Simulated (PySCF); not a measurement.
Compound: C₄H₇N.
SMILES: `C1[C@H]2[C@@H]1[C@H]2N`

Torsions of this conformer, `[NH2:1][C@H:2]1[C@H:3]2[CH2:4][C@@H:5]12`: H–N1–C2–C3 -155°, H–N1–C2–C3 85°.

The closed-shell ground state was solved at several levels (PySCF, density fitting, gas phase, non-relativistic). Geometry: GFN2-xTB, one conformer, isolated molecule.

```json
{"level": "PBE0/pcSseg-1", "basis functions": "120", "total energy (Eh)": "-211.0257", "HOMO (eV)": "-6.90", "LUMO (eV)": "1.71", "gap (eV)": "8.61", "dipole (D)": "1.48"}
{"level": "B3LYP/pcJ-1", "basis functions": "205", "total energy (Eh)": "-211.3120", "HOMO (eV)": "-6.61", "LUMO (eV)": "1.40", "gap (eV)": "8.01", "dipole (D)": "1.48"}
```

Problem. What might wB97X-D/def2-SVPD (156 basis functions) give for the same quantities?

Solution. Total energy -211.0926 Eh, HOMO -8.96 eV, LUMO 2.61 eV, gap 11.57 eV, dipole 1.37 D.

Problem. Over all these levels, which gives the widest orbital gap and which the narrowest?

Solution. wB97X-D/def2-SVPD (range-separated hybrid) has the widest, 11.57 eV, and B3LYP/pcJ-1 (global hybrid, 20 % exact exchange) the narrowest, 8.01 eV. Functional and basis both differ between the two, so the spread mixes both effects.

Problem. How far do the dipole and the HOMO energy spread over the levels?

Solution. The dipole runs from 1.37 to 1.48 D (mean 1.44 D) and the HOMO from -8.96 to -6.61 eV.

wB97X-D is run here without its empirical dispersion term; that term would change no orbital, density or response property at a fixed geometry.
